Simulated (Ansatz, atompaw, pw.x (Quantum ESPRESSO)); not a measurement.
# Equation-of-state test of one PAW (atompaw) potential (tungsten)

tungsten (W), PAW, made with atompaw 4.2.0.5 (LDA (PW92), scalar-relativistic). Core [Kr] 4d10 4f14 5s2, reference 5p6 5d4.5 6s1.5 6p0. Waves: 6s (bound): rc 2.95 bohr; 6s channel at 4.45 Ry: rc 2.95 bohr; 5p (bound): rc 2.20 bohr; 6p (bound, empty): rc 2.30 bohr; 5d (bound): rc 2.95 bohr; 5d channel at 0.1 Ry: rc 1.85 bohr. Local part: bessel scheme, radius 2.45 bohr. Core correction: smooth core density matched at 2.25 bohr. Augmentation charge: besselshape compensation charge, radius 2.55 bohr; PAW radius 2.95 bohr; waves and projectors: custom polynom vanderbiltortho.

Atomic tests: cutoffs needed: 21 Ry and 30 Ry (the cutoffs (Ry, on a coarse ladder) from which the occupation-weighted sum of valence levels, in a spherical-Bessel basis at the reference potential, stays within 10 and 1 mRy of its value at 400 Ry); ghost test: no extra level below or beside the all-electron valence levels (s, p, d, f tested) (spherical-Bessel basis up to 400 Ry, 20 bohr box); lowest eigenvalue of the overlap operator: 0.04 (d channel).

Crystal test: bcc W in pw.x 7.5, no spin, 15³ k-points, Fermi–Dirac smearing 0.01 Ry, cutoffs 40/400 Ry. The reference is all-electron LAPW (Ansatz 0.2.0) with the same functional, mesh and smearing; V0 and B0 come from Birch–Murnaghan fits to the pressures at five volumes. Errors are pseudo minus all-electron; Δ is the rms difference of the E(V) curves that follow from these fits, minima aligned, over ±6 % about the mean V0. Mesh and smearing are coarse, so the numbers serve the comparison and aren't converged zero-temperature values; the lattice is a test structure that the element need not adopt.

```
V (Å³/atom)  P all-electron (GPa)  P pseudo (GPa)
     14.659                 18.54           27.04
     15.044                  8.50           15.85
     15.430                 -0.34            6.04
     15.816                 -8.12           -2.54
     16.201                -14.96          -10.35
```

All-electron: a0 = 3.136 Å (V0 = 15.41 Å³/atom), B0 = 332.7 GPa.

Pseudopotential: mean pressure error (GPa): +6.48; a0 (Å): 3.154; a0 error (%): +0.60; B0 error (%): +3.8; Δ (meV/atom): 21.0. The largest radius (2.95 bohr) exceeds half the bond length (2.57 bohr), so the spheres overlap, which is one possible source of error among others. This is a poor potential for the solid.

Q: At the middle volume, how do free energy and pressure move when the wave cutoff is lowered (ecutrho held at 400 Ry)?

A:

| cutoff (Ry) | shift of F (meV/atom) | shift of P (GPa) |
| --- | --- | --- |
| 18 | +636.4 | -5.22 |
| 24 | +97.1 | -4.25 |
| 32 | +12.4 | +0.15 |

The run at the middle volume (120 k-points, 8 iterations) took about 28 s on one core of a shared host (Intel(R) Xeon(R) Platinum 8175M CPU @ 2.50GHz, 96 threads, 755 GiB, load 35).
